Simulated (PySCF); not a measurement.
Ionisation energies (eV) were calculated with PySCF 2.14 by MP2 (valence), LDA, PBE, in another order, as differences of total energies without spin-orbit coupling. The measured values are between term centres (NIST).

```csv
species,measured,A,B,C
"B (x2c-TZVPall, spin-free X2C)",8.297,8.636,8.258,8.667
"Mg (x2c-TZVPall, spin-free X2C)",7.646,7.749,7.211,7.644
"V (x2c-TZVPall, spin-free X2C)",6.732,6.490,6.490,6.399
"Kr (x2c-TZVPall, spin-free X2C)",14.222,14.338,14.000,14.031
"Zr (x2c-TZVPall, spin-free X2C)",6.639,6.727,5.978,6.424
"Tc (x2c-TZVPall, spin-free X2C)",7.119,7.321,6.476,6.884
"Ru (x2c-TZVPall, spin-free X2C)",7.365,8.027,6.900,7.749
"In⁺ (x2c-TZVPall, spin-free X2C)",18.870,19.414,17.656,18.981
```

Q: Which column is which method?

A: A is LDA (mean error 0.23 eV); B is MP2 (valence) (mean error -0.49 eV); C is PBE (mean error -0.01 eV). LDA overbinds the outer electron and comes out highest. Valence MP2 in a finite basis recovers only part of the missing correlation, so it stays below experiment on average. PBE, with gradient corrections, lies close to experiment on average, with errors of both signs.
